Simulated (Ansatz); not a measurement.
A made-up structure of C2HS, doublet:

```
4
angstrom
C 0.5667 0.4912 -0.0059
C -0.3625 -0.3145 0.0039
S -1.5751 -1.3652 0.0169
H -0.1615 -0.5257 1.0230
```

It is relaxed with PBE-D4/def2-SVP and then PBE0-D4/def2-TZVP (Ansatz 0.2.0). Atoms count as bonded within 1.22 times the sum of their covalent radii (H–H: 0.88 Å). The end point is not checked to be a true minimum.

**Question.** Does its bonding change? (A judgement: the text doesn't fix the answer.)

**Answer.** The calculation gives: Yes. Formed: C1–H4; broken: C2–H4.

Where it ends: The first stage lowers the energy by 3.22 eV in 14 steps. It ends as C₂HS ([CH][C][S]):
```json
{"atom": "C1", "x (Å)": "0.1800", "y (Å)": "-0.0729", "z (Å)": "0.6042"}
{"atom": "C2", "x (Å)": "-0.7435", "y (Å)": "-0.6561", "z (Å)": "0.0388"}
{"atom": "S3", "x (Å)": "-1.9483", "y (Å)": "-1.4169", "z (Å)": "-0.6989"}
{"atom": "H4", "x (Å)": "0.9793", "y (Å)": "0.4316", "z (Å)": "1.0939"}
```

Labels in which every atom is bracketed show which atoms are joined, not bond orders.

For scale, one of the runs: PBE0-D4/def2-TZVP relaxation, 105 basis functions, launched by `ansatz run in.yaml --threads 2 --pin off --events-out ev --progress --plain --max-ram 4352MiB`. The run took about 73 s on 2 CPU threads of an Intel Xeon Platinum 8259CL (shared host).
